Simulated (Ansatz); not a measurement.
# CH2ClFO: basis-set convergence

How large a basis does CH2ClFO need? Two functionals are run in growing sets.

Program: Ansatz 0.2.0, Gaussian basis. Level of theory: one geometry, several basis sets. These are calculated values, not measurements.

The runs, in order: PBE0-D4/def2-SVP; ωB97M-V/def2-SVP; PBE0-D4/def2-QZVPP; ωB97M-V/def2-QZVPP; the functionals' def2-TZVPP values are taken from earlier runs.

## 1. Structure used throughout

An earlier PBE0-D4 in a triple-zeta def2 set relaxation fixed the geometry.

SMILES `OC(F)Cl`, 6 atoms, charge 0, spin multiplicity 1.

Atoms are counted from 1 here; the program's logs count them from 0.

Bond lengths: O1–C2 1.346 Å, O1–H5 0.965 Å, C2–F3 1.357 Å, C2–Cl4 1.794 Å, C2–H6 1.088 Å. Angles: C2–O1–H5 109.3°, O1–C2–F3 111.5°, O1–C2–Cl4 112.4°, O1–C2–H6 109.1°, F3–C2–Cl4 106.8°, F3–C2–H6 109.3°, Cl4–C2–H6 107.6°.

## 2. PBE0-D4 in def2-SVP

The input, in.yaml:

```yaml
crystal:
  periodic: [false, false, false]
  atoms:
    - {symbol: O, position_ang: [0.504013, 0.977058, -0.218336]}
    - {symbol: C, position_ang: [0.086605, -0.212692, 0.253836]}
    - {symbol: F, position_ang: [0.593105, -1.241066, -0.471904]}
    - {symbol: Cl, position_ang: [-1.699426, -0.378660, 0.209471]}
    - {symbol: H, position_ang: [0.156415, 1.106978, -1.109436]}
    - {symbol: H, position_ang: [0.401389, -0.315517, 1.290269]}
basis:
  gaussian: {orbitals: def2-SVP}
hamiltonian: {xc: pbe0, dispersion: d4}
output: {orbitals: {seedname: orbitals}}
```

After this run come: ωB97M-V in def2-SVP; PBE0-D4 in def2-QZVPP; ωB97M-V in def2-QZVPP.

Before running them: what should the planned runs give, taken together? Wanted: PBE0-D4: double and triple zeta above quadruple; ωB97M-V: double and triple zeta above quadruple.

The runs gave:

| quantity | value |
| --- | --- |
| PBE0-D4: double and triple zeta above quadruple | 12.12, 0.68 eV |
| ωB97M-V: double and triple zeta above quadruple | 12.21, 0.65 eV |

For PBE0-D4 the step from double to triple zeta gains 11.44 eV and the next only 0.68 eV. Total energies overstate the basis error of differences, where much of it tends to cancel. The LUMO of ωB97M-V is positive and keeps falling with the basis (3.18 to 1.76 eV): an unbound level that the basis holds in place.
